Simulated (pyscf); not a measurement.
SiH₄ (SMILES [SiH4]) + H₂C=O (SMILES C=O) -> SiH₂ (SMILES [SiH2]) [singlet] + H₃C–OH (SMILES CO), a concerted two-bond exchange (singlet surface; H–Si, H–Si broken, C–H, H–O formed). Structures and frequencies: ωB97X-D3(BJ)/def2-SVP in PySCF. MP2 and CC: frozen core, UHF for open shells. ΔMP2 is the change of the MP2 total energy from the triple- to the quadruple-zeta basis. Energies in kJ/mol from the separated reactants.

AM1 to PM7: differences of heats of formation from MOPAC, which are fitted to 298 K values and so differ in kind from electronic energies by zero-point and thermal terms. 

Q: Quick PM3 single points give ΔE‡ = 243.7 kJ/mol and ΔE = +178.7 kJ/mol. What does CCSD(T)/def2-TZVPP + ΔMP2(QZVPP) give, and how far is the quick result from it?

A: CCSD(T)/def2-TZVPP + ΔMP2(QZVPP) gives ΔE‡ = 232.8 kJ/mol and ΔE = +132.3 kJ/mol. PM3 lies 10.8 kJ/mol over it in the barrier and 46.4 kJ/mol over it in the reaction energy, so on this step it does not hold to within 12.6 kJ/mol. CCSD(T)/def2-TZVPP + ΔMP2(QZVPP) has limits of its own. On the product side the descent ends in a complex, 26.0 kJ/mol under the separated species and 110.5 kJ/mol under the saddle at ωB97X-D3(BJ)/def2-TZVP. The same reactants have a lower exit, to H₃C–O–SiH₃ (barrier +138.1 kJ/mol at ωB97M-D3(BJ)/def2-TZVP, against +228.8 kJ/mol here). This is the saddle that the search found; another between the same sides may lie lower. The CCSD(T) − MP2 part came from Ansatz, without density fitting, on the same reference.
